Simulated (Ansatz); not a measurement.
**CHAlN (quartet): from Hartree-Fock to the top rungs, def2-TZVPP**

An exercise on one series of results from a longer session: the logs are not shown, and one member is left open.

Program: Ansatz 0.2.0, Gaussian basis. Level of theory: def2-TZVPP, core rule «outside noble gas», up to 7 orbitals frozen. These are calculated values, not measurements.

Plan: UHF; ROHF; CCSD(T) on UHF.

2 further runs of the same task are left out: 2 set aside as unsound or not needed.

### The system

The geometry is a PBE0/def2-TZVP stationary point (not a proven minimum) of the parent state, kept for this charge and spin.

4 atoms, charge 0, spin multiplicity 4.

Atoms are counted from 1 here; the program's logs count them from 0.

Bond lengths: Al1–N2 1.833 Å, N2–C3 1.207 Å, C3–H4 1.103 Å. Angles: Al1–N2–C3 173.8°, N2–C3–H4 130.3°.

The first run:

in.yaml

```yaml
crystal:
  periodic: [false, false, false]
  atoms:
    - {symbol: Al, position_ang: [-0.000006, -0.113958, 2.175529]}
    - {symbol: N, position_ang: [0.000059, -0.123062, 0.342317]}
    - {symbol: C, position_ang: [-0.000023, -0.259290, -0.857208]}
    - {symbol: H, position_ang: [-0.000030, 0.496310, -1.660638]}
basis:
  gaussian: {orbitals: def2-TZVPP}
magnetization: {spin_polarized: true, initial_magnetization: 3}
hamiltonian: {xc: hf}
output: {orbitals: {seedname: orbitals}}
```

Started as:

```
$ ansatz run in.yaml --threads 1 --pin off --events-out ev --progress --plain --max-ram 4096MiB --backend cpu
```

Steps of the session up to this table: UHF; ROHF; CCSD(T) on UHF.

One of the session's tables, all rows but one given; the rest of the session is left out.

| method | from UCCSD(T) (meV) |
| --- | --- |
| ROHF | +11091.1 |
| UHF | +10864.8 |
| UMP2 | +1141.3 |
| UCCSD | ? |
| UCCSD(T) | 0 |

Estimate the missing values for UCCSD.

As computed: from UCCSD(T) (meV): +570.2. In the column «from UCCSD(T) (meV)» it lies between UCCSD(T) (0) and UMP2 (+1141.3).
